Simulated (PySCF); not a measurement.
C₅H₉F.
Atom-mapped SMILES: `[CH3:1]/[CH:2]=[C:3](\[F:4])[CH2:5][CH3:6]` (hydrogens: H7, H8, H9 on C1; H10 on C2; H11, H12 on C5; H13, H14, H15 on C6)

Cartesian coordinates in Å at the PBE0-D3(BJ)/def2-SVP level; atoms count from 1:
```xyz
15
C5H9F angstrom
C      2.540    0.040    0.589
C      1.087   -0.114    0.887
C      0.135   -0.328   -0.022
F      0.463   -0.409   -1.327
C     -1.329   -0.490    0.200
C     -2.164    0.564   -0.522
H      2.730   -0.006   -0.492
H      3.134   -0.751    1.076
H      2.925    1.002    0.966
H      0.757   -0.053    1.928
H     -1.520   -0.465    1.284
H     -1.623   -1.495   -0.152
H     -1.962    0.547   -1.603
H     -3.239    0.384   -0.374
H     -1.931    1.574   -0.151
```

Theory: PySCF 2.14.0, density-fitted response routines, TDDFT CAM-B3LYP/def2-SVPD, vertical, gas phase, core orbitals frozen in the response.

Frontier orbitals with the atoms that hold most of them (Löwdin shares over 4%, at most four atoms; ? is withheld):

```csv
orbital,ε (eV),atoms
HOMO-3,-11.77,"C1 32%, C2 21%, H7 19%, H10 12%"
HOMO-2,-11.37,"C6 24%, C5 23%, H13 13%, H11 12%"
HOMO-1,-11.18,?
HOMO,-8.23,"C2 34%, C3 30%, F4 11%, C1 8%"
LUMO,1.27,?
LUMO+1,1.71,"C2 19%, C1 19%, C3 15%, H8 10%"
LUMO+2,2.06,"C1 17%, C3 12%, C2 11%, H9 9%"
```

Which atoms hold the HOMO-1, and with what shares?

C5 (bonded to 2 C and 2 H) 20%; C6 (bonded to C and 3 H) 19%; C3 (bonded to 2 C and F) 12%; H15 (bonded to C) 8%. By element: carbon 50% or more, hydrogen 8% or more.

Which atoms hold the LUMO, and with what shares?

C6 (bonded to C and 3 H) 14%; C2 (bonded to 2 C and H) 13%; C5 (bonded to 2 C and 2 H) 13%; C3 (bonded to 2 C and F) 9%.

The HOMO–LUMO gap is 9.50 eV. Where does the response calculation put the lowest singlet, and from which orbitals?

S1 is at 6.50 eV (f = 0.016), 2.99 eV below the gap, made of HOMO→LUMO (80%), HOMO→LUMO+1 (11%). 

Give energy, strength and leading configuration of S1 and S2, and follow the Löwdin shares of the leading atoms from the occupied to the empty orbital.

- S1 (6.50 eV, f 0.016), HOMO→LUMO (80%): C2 34% → 13%, C3 30% → 9%, C6 at most 8% → 14%
- S2 (7.24 eV, f 0.461), HOMO→LUMO+1 (82%): C2 34% → 19%, C3 30% → 15%, C1 8% → 19%

The run took 59 s of wall time (with the writing of density and orbital grids) on one thread, Arm Neoverse V1 (aarch64), shared host with 32 logical CPUs at a one-minute load of 14, and the process peaked at 1.0 GiB of memory.

One conformer stands for the species.
